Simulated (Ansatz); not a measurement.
Relaxation of CH8BN (11 atoms, charge 0, multiplicity 1), to a largest force component of 0.03 eV/Å in at most 50 steps.

These are results of Ansatz, RKS r2SCAN/6-31G*, not measurements.

```xyz
11
Properties=species:S:1:pos:R:3:forces:R:3
B 0.125 0.302 0.243 -0.10 -0.49 0.43
C -0.031 0.380 1.821 0.09 0.32 -0.33
H -1.023 0.102 2.202 0.00 -0.01 0.00
H 0.750 -0.152 2.380 -0.01 0.00 0.01
H 0.095 1.446 2.088 0.00 -0.01 0.00
H 1.219 0.258 -0.251 0.00 0.00 0.00
H -0.825 0.487 -0.468 0.00 0.00 -0.01
N -0.268 -2.371 0.650 -0.02 0.85 0.58
H -1.119 -2.881 0.427 0.02 0.00 0.01
H 0.486 -3.043 0.770 -0.04 0.02 -0.01
H -0.411 -1.894 1.559 0.06 -0.67 -0.68
```

Task: Where does it end, and by what steps?

Result: It converged. The force dipped under the threshold on the way, but the program's further checks kept it going. After 13 steps the energy has fallen by 1.082 eV; H9 moved furthest, 1.08 Å. Joined: B1–N8 (2.73 → 1.67 Å).

```json
{"step": "0", "energy less start (eV)": "0.0000", "largest force component (eV/Å)": "0.854", "accepted": "yes"}
{"step": "1", "energy less start (eV)": "-0.1677", "largest force component (eV/Å)": "1.455", "accepted": "yes"}
{"step": "2", "energy less start (eV)": "-0.4460", "largest force component (eV/Å)": "1.923", "accepted": "yes"}
{"step": "3", "energy less start (eV)": "-0.8637", "largest force component (eV/Å)": "0.970", "accepted": "yes"}
{"step": "4", "energy less start (eV)": "-0.8339", "largest force component (eV/Å)": "2.419", "accepted": "no"}
{"step": "5", "energy less start (eV)": "-0.9683", "largest force component (eV/Å)": "0.411", "accepted": "yes"}
{"step": "6", "energy less start (eV)": "-0.9932", "largest force component (eV/Å)": "0.207", "accepted": "yes"}
{"step": "7", "energy less start (eV)": "-1.0111", "largest force component (eV/Å)": "0.442", "accepted": "yes"}
{"step": "8", "energy less start (eV)": "-1.0509", "largest force component (eV/Å)": "0.175", "accepted": "yes"}
{"step": "9", "energy less start (eV)": "-1.0769", "largest force component (eV/Å)": "0.053", "accepted": "yes"}
{"step": "10", "energy less start (eV)": "-1.0591", "largest force component (eV/Å)": "0.501", "accepted": "no"}
{"step": "11", "energy less start (eV)": "-1.0809", "largest force component (eV/Å)": "0.019", "accepted": "yes"}
{"step": "12", "energy less start (eV)": "-1.0816", "largest force component (eV/Å)": "0.095", "accepted": "yes"}
{"step": "13", "energy less start (eV)": "-1.0820", "largest force component (eV/Å)": "0.005", "accepted": "yes"}
```

```xyz
11
Properties=species:S:1:pos:R:3
B -0.085 -0.302 0.419
C 0.081 0.358 1.880
H -0.792 0.209 2.538
H 0.967 0.001 2.432
H 0.204 1.445 1.783
H 0.905 -0.231 -0.290
H -1.107 0.007 -0.169
N -0.265 -1.943 0.664
H -0.375 -2.440 -0.220
H 0.549 -2.331 1.145
H -1.085 -2.138 1.240
```

Time of the run: 20 s on 1 thread of Intel(R) Xeon(R) 6975P-C (Granite Rapids), on a shared host, peak memory 0.15 GiB.
